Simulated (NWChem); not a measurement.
## Total energies of O

SMILES: [O]
```xyz
1

O      0.0000     0.0000     0.0000
```
Charge 0, spin multiplicity 3.

The numbers come from NWChem runs, not from measurements.

Basis set: 6-31G* (14 functions).

```tsv
method	total energy (Ha)
UHF	-74.78318
UMP2	-74.87816
UB2PLYP	-75.00324
UPBE	-74.97241
UB3LYP	-75.05940
UTPSS	-75.06858
```

Total energies of different functionals aren't comparable as a measure of quality: only differences taken within one method are. 

The correlated methods keep 1 core orbital frozen. B3LYP has NWChem's definition, with VWN1-RPA local correlation. The Pople sets run with spherical d functions. No SCF solution was tested for a lower state. Open-shell Hartree-Fock references start from PBE0 orbitals.
